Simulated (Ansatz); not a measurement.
**SiNH₅: ionisation energy by level of theory**

The task here is to estimate one member of a computed series from the others.

The runs use Ansatz 0.2.0, Gaussian basis; unrestricted cation, the program's frozen cores in correlated methods.

Levels to be run: UKS PBE-D4/def2-TZVPP; UKS r2SCAN-D4/def2-TZVPP; UKS PBE0-D4/def2-TZVPP; UKS B3LYP-D4/def2-TZVPP; UKS wB97X-V/def2-TZVPP; UKS wB97M-V/def2-TZVPP; UKS B2PLYP/def2-TZVPP; UHF-CCSD(T)/def2-TZVPP; UHF-MP2/def2-QZVPP; extrapolation to the limit; then −ε(HOMO) from the neutral's earlier runs with LDA (SPW92), PBE-D4, revPBE-D4, BLYP-D4, r2SCAN-D4, B97M-V, PBE0-D4, B3LYP-D4, r2SCANh-D4, r2SCAN0-D4, HSE06-D4, BHLYP-D4, CAM-B3LYP-D4, LC-ωPBE, ωB97X-V, ωB97M-V.

### Structure used throughout

All runs share one geometry, relaxed beforehand with PBE0-D4 in a triple-zeta def2 set.

7 atoms, charge 0, spin multiplicity 1.

Atoms are counted from 1 here; the program's logs count them from 0.

Bond lengths: N1–Si2 1.720 Å, N1–H3 1.007 Å, N1–H4 1.007 Å, Si2–H5 1.486 Å, Si2–H6 1.494 Å, Si2–H7 1.486 Å. Angles: Si2–N1–H3 119.6°, Si2–N1–H4 119.6°, H3–N1–H4 110.7°, N1–Si2–H5 107.9°, N1–Si2–H6 116.0°, N1–Si2–H7 107.9°, H5–Si2–H6 107.3°, H5–Si2–H7 110.5°, H6–Si2–H7 107.3°.

The first run:

Contents of in.yaml:

```yaml
crystal:
  periodic: [false, false, false]
  atoms:
    - {symbol: N, position_ang: [-0.097708, -1.071027, -0.020896]}
    - {symbol: Si, position_ang: [0.128020, 0.632596, -0.095040]}
    - {symbol: H, position_ang: [-1.017741, -1.457766, -0.157438]}
    - {symbol: H, position_ang: [0.419035, -1.612875, 0.652936]}
    - {symbol: H, position_ang: [-0.528044, 1.126499, -1.333240]}
    - {symbol: H, position_ang: [-0.431496, 1.416634, 1.047139]}
    - {symbol: H, position_ang: [1.589234, 0.897941, -0.139161]}
basis:
  gaussian: {orbitals: def2-TZVPP}
total_charge: 1
magnetization: {spin_polarized: true, initial_magnetization: 1}
hamiltonian: {xc: pbe, dispersion: d4}
```

On the command line:

```bash
> ansatz run in.yaml --threads 4 --pin off --events-out ev --progress --plain --max-ram 10444MiB
```

Among the steps run: Cation, UKS PBE-D4/def2-TZVPP; Cation, UKS r2SCAN-D4/def2-TZVPP; Cation, UKS PBE0-D4/def2-TZVPP; Cation, UKS B3LYP-D4/def2-TZVPP; Cation, UKS wB97X-V/def2-TZVPP; Cation, UKS wB97M-V/def2-TZVPP; Cation, UKS B2PLYP (frozen core)/def2-TZVPP; Cation, UHF-CCSD(T)/def2-TZVPP; Cation, UHF-MP2/def2-QZVPP.

One of the session's tables, all rows but one given; the rest of the session is left out.

For comparison, −ε(HOMO) of the neutral from earlier runs:

```
  functional  −ε(HOMO) (eV)
 LDA (SPW92)              ?
      PBE-D4           6.00
   revPBE-D4           5.96
     BLYP-D4           5.89
   r2SCAN-D4           6.31
      B97M-V           6.46
     PBE0-D4           7.42
    B3LYP-D4           7.19
  r2SCANh-D4           6.84
  r2SCAN0-D4           7.64
    HSE06-D4           7.02
    BHLYP-D4           8.77
CAM-B3LYP-D4           8.86
     LC-ωPBE          10.26
     ωB97X-V           9.89
     ωB97M-V           9.78
```

Q: Estimate the row for LDA (SPW92) from the others.

As computed: −ε(HOMO) (eV): 6.10. In the column «−ε(HOMO) (eV)» it lies between PBE-D4 (6.00) and r2SCAN-D4 (6.31).
